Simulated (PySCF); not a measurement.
# Isomerisation enthalpies of HNO3

**Measured values to compare with.**

From Active Thermochemical Tables 1.112, for the gas at 298.15 K: enthalpy of formation of `O=[N+]([O-])O` (nitric acid) -134.16 ± 0.18 kJ/mol; enthalpy of formation of `O=NOO` -12.76 ± 0.38 kJ/mol.

The runs below try to reproduce these values; the comparison stands at the end.

Differences of these values give the isomerisation enthalpies. Geometries: PBE0-D3(BJ)/def2-TZVP; runs in PySCF, gas phase, with a dispersion term only where the level names one. Total electronic energies (Eh):

```
       SMILES  PBE0-D3(BJ)/def2-TZVP  B97-2/pcSseg-2  KT3/pcSseg-2  PBE0/pcSseg-2
O=[N+]([O-])O             -280.72697      -280.91678    -284.73334     -280.72320
        O=NOO             -280.67053      -280.86086    -284.68566     -280.66739
```

Geometry of `O=[N+]([O-])O` (Å):
```
atom  x, y, z in Å
O1     0.038    0.764   -1.029
N2    -0.031   -0.242   -0.377
O3    -0.150   -1.370   -0.721
O4     0.040   -0.073    0.997
H5     0.135    0.887    1.096
```

Geometry of `O=NOO` (Å):
```
atom  x, y, z in Å
O1     1.0657   -0.7372   -0.3752
N2     1.0663    0.4292   -0.1929
O3    -0.1623    0.9819   -0.0772
O4    -1.2159    0.0652   -0.1947
H5    -0.7203   -0.7731   -0.3363
```

Zero-point and thermal terms are left out, so the computed numbers are electronic energies.

## Comparison

Relative to `O=[N+]([O-])O`, the lowest by measurement, in kJ/mol (measured: enthalpies at 298.15 K; computed: electronic energies):

```csv
SMILES,measured,PBE0-D3(BJ)/def2-TZVP,B97-2/pcSseg-2,KT3/pcSseg-2,PBE0/pcSseg-2
O=[N+]([O-])O,0.0,0.0,0.0,0.0,0.0
O=NOO,121.4,148.2,146.8,125.2,146.5
```

Measured values: -134.16 kJ/mol (298.15 K; Active Thermochemical Tables 1.112) for the first row; the others come from the same table. Unsigned miss: KT3/pcSseg-2 3.8, PBE0/pcSseg-2 25.1, B97-2/pcSseg-2 25.4, PBE0-D3(BJ)/def2-TZVP 26.8 kJ/mol. One conformer stands for `O=NOO`, not necessarily the lowest, while the measurement averages over conformers. Where a level misses, the cause wasn't examined.
